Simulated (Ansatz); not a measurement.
```yaml
crystal:
  periodic: [false, false, false]
  atoms:
    - {symbol: Cu, position_ang: [-0.397684, 0.002882, 0.002733]}
    - {symbol: C, position_ang: [1.620075, -0.011739, -0.011135]}
    - {symbol: H, position_ang: [1.914862, -1.059281, -0.007907]}
    - {symbol: H, position_ang: [1.932425, 0.513295, 0.889438]}
    - {symbol: H, position_ang: [1.919915, 0.504197, -0.921168]}
basis:
  gaussian: {orbitals: def2-TZVP}
total_charge: 1
magnetization: {spin_polarized: true, initial_magnetization: 1}
hamiltonian: {xc: pbe0}
relax: {f_tol: 0.004, max_steps: 80}
```

```sh
$ ansatz run in.yaml --threads 1 --pin off --events-out ev --progress --plain --max-ram 2176MiB
```

Steps of the relaxation (energy above the last step; positions in Å, forces in eV/Å):

```
5
step 1, 77.1 meV
Cu   -0.398    0.003    0.003    0.536   -0.004   -0.004
C     1.620   -0.012   -0.011    0.621   -0.005   -0.004
H     1.915   -1.059   -0.008   -0.388   -0.233    0.004
H     1.932    0.513    0.889   -0.384    0.122    0.207
H     1.920    0.504   -0.921   -0.386    0.120   -0.203
```

```
5
step 2, 2.9 meV
Cu   -0.323    0.002    0.002    0.144   -0.001   -0.001
C     1.668   -0.012   -0.011    0.076   -0.001   -0.001
H     1.874   -1.087   -0.007   -0.072    0.140    0.000
H     1.892    0.528    0.914   -0.075   -0.070   -0.120
H     1.879    0.519   -0.946   -0.073   -0.069    0.122
```

```
5
step 3, 0.3 meV
Cu   -0.308    0.002    0.002    0.049    0.000    0.000
C     1.674   -0.012   -0.012   -0.042    0.000    0.000
H     1.867   -1.087   -0.007   -0.002    0.045    0.000
H     1.885    0.528    0.914   -0.003   -0.023   -0.039
H     1.872    0.518   -0.945   -0.002   -0.022    0.039
```

```
5
step 5, 0.0 meV
Cu   -0.303    0.002    0.002   -0.004    0.000    0.000
C     1.670   -0.012   -0.011    0.005    0.000    0.000
H     1.866   -1.085   -0.007    0.000    0.004    0.000
H     1.884    0.527    0.912    0.000   -0.002   -0.003
H     1.872    0.517   -0.943    0.000   -0.002    0.003
```

```
5
step 6, 0.0 meV
Cu   -0.303    0.002    0.002    0.000    0.000    0.000
C     1.670   -0.012   -0.011    0.000    0.000    0.000
H     1.866   -1.085   -0.007    0.000    0.000    0.000
H     1.884    0.527    0.912    0.000    0.000    0.000
H     1.872    0.517   -0.943    0.000    0.000    0.000
```

Close pairs at the end: C2–H5 1.090 Å, C2–H3 1.090 Å, C2–H4 1.090 Å, Cu1–C2 1.973 Å.

A stationary point of unrestricted PBE0 after 6 steps, with ⟨S²⟩ = 0.761 against 0.75 for a pure state; no frequencies were run, so it isn't proven a minimum. 34 s on 1 thread of Arm Neoverse V1, shared host.
